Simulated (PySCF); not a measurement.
**Running PySCF for Cl2**

File input.py (PySCF 2.14):

```python
from pyscf import gto, dft, solvent

mol = gto.M(
    atom='Cl 0 0 0; Cl 0 0 1.94',
    basis='sbkjc',
    ecp={'Cl': 'sbkjc'},
    charge=0,
    spin=0,
    verbose=4,
)
mf = dft.RKS(mol, xc='pbesol')
mf = solvent.PCM(mf)
mf.with_solvent.eps = 20.5
mf.kernel()
mf.mulliken_pop()
mf.dip_moment()
print('orbital energies (hartree):', mf.mo_energy[..., max(0, mol.nelec[1]-3):mol.nelec[0]+3].round(4))
```

```bash
$ OMP_NUM_THREADS=1 python input.py
```

Output:

```
PySCF version 2.14.0

[INPUT] verbose = 4
[INPUT] num. atoms = 2
[INPUT] num. electrons = 14
[INPUT] charge = 0
[INPUT] spin (= nelec alpha-beta = 2S) = 0
[INPUT] symmetry False subgroup None
[INPUT] Mole.unit = angstrom
[INPUT] Symbol           X                Y                Z      unit          X                Y                Z       unit  Magmom
[INPUT]  1 Cl     0.000000000000   0.000000000000   0.000000000000 AA    0.000000000000   0.000000000000   0.000000000000 Bohr   0.0
[INPUT]  2 Cl     0.000000000000   0.000000000000   1.940000000000 AA    0.000000000000   0.000000000000   3.666068681656 Bohr   0.0

nuclear repulsion = 13.3658161521031
number of shells = 8
number of NR pGTOs = 32
number of NR cGTOs = 16
basis = sbkjc
ecp = {'Cl': 'sbkjc'}

******** <class 'pyscf.solvent._attach_solvent.PCMRKS'> ********
method = PCMRKS
initial guess = minao
damping factor = 0
level_shift factor = 0
DIIS = <class 'pyscf.scf.diis.CDIIS'>
diis_start_cycle = 1
diis_space = 8
diis_damp = 0
SCF conv_tol = 1e-09
SCF conv_tol_grad = None
SCF max_cycles = 50
direct_scf = True
direct_scf_tol = 1e-13
XC library pyscf.dft.libxc version 7.0.0
    S. Lehtola, C. Steigemann, M. J.T. Oliveira, and M. A.L. Marques.,  SoftwareX 7, 1–5 (2018)
XC functionals = pbesol
    J. P. Perdew, A. Ruzsinszky, G. I. Csonka, O. A. Vydrov, G. E. Scuseria, L. A. Constantin, X. Zhou, and K. Burke.,  Phys. Rev. Lett. 100, 136406 (2008)
    J. P. Perdew, A. Ruzsinszky, G. I. Csonka, O. A. Vydrov, G. E. Scuseria, L. A. Constantin, X. Zhou, and K. Burke.,  Phys. Rev. Lett. 100, 136406 (2008)
radial grids:
    Treutler-Ahlrichs [JCP 102, 346 (1995); DOI:10.1063/1.469408] (M4) radial grids

becke partition: Becke, JCP 88, 2547 (1988); DOI:10.1063/1.454033
pruning grids: <function nwchem_prune>
grids dens level: 3
symmetrized grids: False
atomic radii adjust function: <function treutler_atomic_radii_adjust>
small_rho_cutoff = 0
******** <class 'pyscf.solvent.pcm.PCM'> (In testing) ********

WARN: PCM is an experimental feature. It is still in testing.
Features and APIs may be changed in the future.

lebedev_order = 29 (302 grids per sphere)
eps = 20.5
frozen = False
Set gradient conv threshold to 3.16228e-05
Initial guess from minao.
tot grids = 37760
PCM E_diel = -3.13505468470021e-10
Solvent Energy = -3.13505468470021e-10
init E= -28.6750427060421
  HOMO = -0.0278837322743773  LUMO = 0.126326739071969  gap/eV = 4.19628
PCM E_diel = -0.00427038217877454
Solvent Energy = -0.00427038217877454
cycle= 1 E= -29.2783313197634  delta_E= -0.603  |g|= 1.03  |ddm|= 4.16
  HOMO = -0.482751190863578  LUMO = -0.375857383171581  gap/eV = 2.90873
PCM E_diel = -0.00106391094379555
Solvent Energy = -0.00106391094379555
cycle= 2 E= -29.5125844503047  delta_E= -0.234  |g|= 0.578  |ddm|=  2.7
  HOMO = -0.26300636419559  LUMO = -0.144573590496131  gap/eV = 3.22272
PCM E_diel = -0.00111726409795097
Solvent Energy = -0.00111726409795097
cycle= 3 E= -29.6529035312998  delta_E= -0.14  |g|= 0.0148  |ddm|= 1.11
  HOMO = -0.261787862228692  LUMO = -0.143813123545526  gap/eV = 3.21026
PCM E_diel = -0.00111073150238534
Solvent Energy = -0.00111073150238534
cycle= 4 E= -29.6530180945409  delta_E= -0.000115  |g|= 0.00264  |ddm|= 0.0307
  HOMO = -0.261936497672089  LUMO = -0.14385159878774  gap/eV = 3.21325
PCM E_diel = -0.00111208811054158
Solvent Energy = -0.00111208811054158
cycle= 5 E= -29.6530219384686  delta_E= -3.84e-06  |g|= 1.13e-05  |ddm|= 0.00471
  HOMO = -0.261937138954964  LUMO = -0.143852471814945  gap/eV = 3.21325
PCM E_diel = -0.0011120815791619
Solvent Energy = -0.0011120815791619
cycle= 6 E= -29.6530219385396  delta_E= -7.1e-11  |g|= 7.4e-08  |ddm|= 2.03e-05
  HOMO = -0.261937103552127  LUMO = -0.143852440108733  gap/eV = 3.21325
PCM E_diel = -0.00111208175164745
Solvent Energy = -0.00111208175164745
Extra cycle  E= -29.6530219385396  delta_E=    0  |g|= 4.99e-08  |ddm|= 2.31e-07
converged SCF energy = -29.6530219385396
 ** Mulliken pop  **
pop of  0 Cl 3s           1.53539
pop of  0 Cl 4s           0.47343
pop of  0 Cl 3px          1.44339
pop of  0 Cl 3py          1.44339
pop of  0 Cl 3pz          0.85492
pop of  0 Cl 4px          0.55661
pop of  0 Cl 4py          0.55661
pop of  0 Cl 4pz          0.13626
pop of  1 Cl 3s           1.53539
pop of  1 Cl 4s           0.47343
pop of  1 Cl 3px          1.44339
pop of  1 Cl 3py          1.44339
pop of  1 Cl 3pz          0.85492
pop of  1 Cl 4px          0.55661
pop of  1 Cl 4py          0.55661
pop of  1 Cl 4pz          0.13626
 ** Mulliken atomic charges  **
charge of    0Cl =     -0.00000
charge of    1Cl =      0.00000
Dipole moment(X, Y, Z, Debye):  0.00000, -0.00000,  0.00000
orbital energies (hartree): [-0.3754 -0.2619 -0.2619 -0.1439  0.3196  0.3254]
```

In short: E(SCF) = -29.653022 Eh, 6 cycles, μz(SCF) = 0.00 D.

Run time: 1.1 s on 1 thread of Arm Neoverse V2 (shared host).

Stability towards an unrestricted solution was not tested. The bond length is a typed value, not an optimised one.
